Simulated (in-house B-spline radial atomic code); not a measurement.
## RPA and G0W0 on CAM-B3LYP: Xe

Configuration [Kr] 4d10 5s2 5p6, mean-field start CAM-B3LYP. Computed with a B-spline radial code for spherical atoms: all electrons, scalar-relativistic (spin-free one-electron X2C), finite nucleus, each spin shell either full or empty, empty states to l = 9 with an (l + 1/2)⁻⁴ tail; G0W0 by contour deformation at full frequency.

Spin-orbit coupling, left out, splits p levels strongly here.

Command:
```bash
python run_gw.py task.json out
```
Settings (radii: box in bohr, nucleus in fm):
```
Z                        54
electrons                54
configuration            [Kr] 4d10 5s2 5p6
hamiltonian              x2c
method                   camb3lyp
lmax                     9
rms_radius               4.7859
spin_polarised           False
box_radius               40
intervals                72
```

Run time, properties included: 8 s on 1 thread of Arm Neoverse N1, with other jobs on the host.

Energies (hartree):

```json
{"term": "mean-field total", "value": "-7446.96950"}
{"term": "Hartree-Fock functional on these orbitals", "value": "-7443.54497"}
{"term": "direct second order", "value": "-4.6799"}
{"term": "second-order exchange", "value": "1.2729"}
{"term": "SOSEX correction", "value": "1.1905"}
```

Problem. What is the RPA correlation energy, and what remains with SOSEX?

Solution. RPA gives -4.1204 hartree (-2.08 eV per electron); RPA + SOSEX gives -2.9299, and the second-order doubles -3.4069 hartree (no singles). SOSEX takes back 29 % of the RPA value.

Quasi-particle levels (eV):

| level | occupied | mean field | Σx - vxc | Σc | QP weight | G0W0 |
| --- | --- | --- | --- | --- | --- | --- |
| 5p | yes | -10.844 | -1.42 | ? | ? | ? |

G0W0 = mean field + (Σx - vxc) + Σc, with Σc (partial-wave tail included) taken at the quasi-particle energy. Only the outer levels were computed. Levels of low weight are left out.

Problem. Where does G0W0 put 5p?

Solution. At -12.784 eV, with Σc = -0.52 eV and a quasi-particle weight of 0.919. The tabulated removal energy is 12.130 eV (NIST, measured); the calculation leaves out spin-orbit coupling, Breit and QED terms, and what these don't explain is the method's own error.
